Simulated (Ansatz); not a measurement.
# BF (SMILES [B]F) at 6 levels

We compute a comparison of 6 runs (HF/STO-3G, BHLYP/STO-3G, PBE/STO-3G, UPBE/STO-3G, CCSDT/STO-3G, CCSD(T)/STO-3G) of BF. 

The calculation is run with Ansatz 0.2.0.

39 further runs of the same task are left out: 1 that didn't finish, 38 set aside as unsound or not needed.

## Step 1: The molecule

BF: 2 atoms, total charge 0, spin state singlet. SMILES: `[B]F`. The F2–B1 distance was set to 1.867 Å, away from the relaxed value.

Bond lengths: B1–F2 1.867 Å.

## Step 2: The energy at HF/STO-3G (run 1)

File job.yaml:

```yaml
crystal:
  periodic: [false, false, false]
  atoms:
    - {symbol: B, position_ang: [0.000000, 0.000000, -0.622210]}
    - {symbol: F, position_ang: [0.000000, 0.000000, 1.244390]}
basis:
  gaussian:
    orbitals: STO-3G
hamiltonian:
  xc: hf
accuracy: high
```

Started as:

```bash
$ ansatz run job.yaml --threads 1 --pin off --max-ram 2610MiB --events-out events.jsonl --progress --plain --runs-dir runs
```

Log:

```text
Warning: RAYON_NUM_THREADS=1 ignored (pool sized by the plan → 1); use --threads N
Functional definition: HF
  name "HF"
  exchange = exact_x
  correlation = 0
149 factors; integrals over basis functions are off by at most 9.5e-9 eV
mean field evaluation 1: about -3319.9973 eV, gradient 2.2e1 eV
mean field evaluation 2: about -3320.0397 eV, gradient 2.2e1 eV
mean field evaluation 4: about -3324.3258 eV, gradient 3.7e0 eV
mean field evaluation 8: about -3324.5480 eV, gradient 1.8e-1 eV
mean field evaluation 16: about -3302.1498 eV, gradient 2.2e1 eV
mean field -3324.54820020 eV, -122.1748928975 hartree, gradient 1.0e-8 eV, S^2 0.000000; 0 other end points of the search recorded, 0 dependent functions left out
reference -3324.54820020 eV, -122.1748928975 hartree; 7, 7 occupied and 3, 3 virtual orbitals, 149 factors
Total energy: -3324.54820020 eV, -122.1748928975 hartree
```

It took 0.08 s on 1 thread of Arm Neoverse N1, shared host.

## Step 3: The energy at BHLYP/STO-3G (run 2)

File molecule.yaml:

```yaml
crystal:
  periodic: [false, false, false]
  atoms:
    - {symbol: B, position_ang: [0.000000, 0.000000, -0.622210]}
    - {symbol: F, position_ang: [0.000000, 0.000000, 1.244390]}
basis:
  gaussian:
    orbitals: STO-3G
hamiltonian:
  xc: {name: BHLYP}
accuracy: high
```

Started as:

```bash
$ ansatz run molecule.yaml --threads 1 --pin off --max-ram 2610MiB --events-out events.jsonl --progress --plain --runs-dir runs
```

Log:

```text
Warning: RAYON_NUM_THREADS=1 ignored (pool sized by the plan → 1); use --threads N
Functional definition: BHLYP
  name "BHLYP"
  parameter a = 0.5
  exchange = (1 - a)*b88_x + a*exact_x
  correlation = lyp_c
149 factors; integrals over basis functions are off by at most 9.5e-9 eV
mean field evaluation 1: about -3334.0565 eV, gradient 2.3e1 eV
mean field evaluation 2: about -3175.5757 eV, gradient 2.5e2 eV
mean field evaluation 4: about -3337.8940 eV, gradient 4.6e0 eV
mean field evaluation 8: about -3337.9750 eV, gradient 2.2e-1 eV
mean field evaluation 16: about -3337.9753 eV, gradient 1.1e-3 eV
mean field -3337.97529356 eV, -122.6683294774 hartree, gradient 7.8e-9 eV, S^2 0.000000; 0 other end points of the search recorded, 0 dependent functions left out
reference -3337.97530620 eV, -122.6683299419 hartree; 7, 7 occupied and 3, 3 virtual orbitals, 149 factors
Total energy: -3337.97530620 eV, -122.6683299419 hartree
```

It took 0.52 s on 1 thread of Arm Neoverse N1, shared host.

Runs 3 to 5 aren't shown in full; the table further down has their settings and results.

## Step 4: A single-point energy at CCSD(T)/STO-3G (run 6)

File job.yaml:

```yaml
crystal:
  periodic: [false, false, false]
  atoms:
    - symbol: B
      position_ang: [0.000000, 0.000000, -0.622210]
    - symbol: F
      position_ang: [0.000000, 0.000000, 1.244390]
basis:
  gaussian: {orbitals: STO-3G}
correlation: {method: ccsd_t, frozen_orbitals: {B: 1, F: 1}}
accuracy: high
scf: {omitted_lower_state_checks: [cluster_reference, increment]}
```

Started as:

```bash
$ ansatz run job.yaml --threads 1 --pin off --max-ram 2610MiB --events-out events.jsonl --progress --plain --runs-dir runs
```

Log (excerpt; [...] marks lines left out):

```text
Warning: RAYON_NUM_THREADS=1 ignored (pool sized by the plan → 1); use --threads N
[... 2 set-up lines as earlier in the session ...]
[...]
149 factors; integrals over basis functions are off by at most 9.5e-9 eV
[...]
mean field -3324.54820020 eV, -122.1748928975 hartree, gradient 1.0e-8 eV, S^2 0.000000; 1 other end points of the search recorded, 0 dependent functions left out; unrestricted orbitals would lower it
2 core orbitals not correlated: weight in the atoms' cores, before any rotation towards them, 1.000 or more for the frozen orbitals, at most 0.000 for the correlated occupied ones
reference -3324.54820020 eV, -122.1748928975 hartree; 5, 5 occupied and 3, 3 virtual orbitals, 149 factors
second order -1.93448613 eV of doubles, -0.00000000 eV of singles
cycle   1  -2.26267971 eV  change   -3.3e-1 eV  update   1.5e-1
[...]
cycle  23  -2.87741476 eV  change  -6.9e-11 eV  update  4.2e-10
perturbative correction -0.25953192 eV, -0.0095376222 hartree
Total energy: -3327.68514688 eV, -122.2901735619 hartree
Checks for a lower state left out: cluster_reference, increment
```

Wall time 0.18 s (1 thread of Arm Neoverse N1, shared host).

## Step 5: Overview of the runs

```csv
run,level,frozen core orbitals,energy (Eh),wall time
1,HF/STO-3G,–,-122.174893,0.08 s
2,BHLYP/STO-3G,–,-122.668330,0.52 s
3,PBE/STO-3G,–,-122.600700,0.5 s
4,UPBE/STO-3G,–,-122.600700,0.87 s
5,CCSDT/STO-3G,2,-122.294637,0.34 s
6,CCSD(T)/STO-3G,2,-122.290174,0.18 s
```

## Step 6: What came out

```
                                          quantity          value
                               run 6: total energy  -122.29017 Eh
run 6: correlation energy (2 core orbitals frozen)     -115.3 mEh
                             run 6: (T) correction      -9.54 mEh
                              run 6: T1 diagnostic          0.040
```

In words: Below the HF energy at the same shape and in the same basis (STO-3G): CCSDT -119.7 mEh; CCSD(T) -115.3 mEh. Totals of different functionals can't be ranked against each other. In run 6 the T1 diagnostic is large, so a single reference may not serve. In runs 5, 6 the log says that unrestricted orbitals would lower the reference, so the values rest on an unstable closed-shell determinant (other closed-shell runs at this shape may share the fault). In runs 1, 2, 3, 4, 5, 6 the basis is minimal, so the values are rough. All runs together took 2.5 s, the longest 0.87 s.
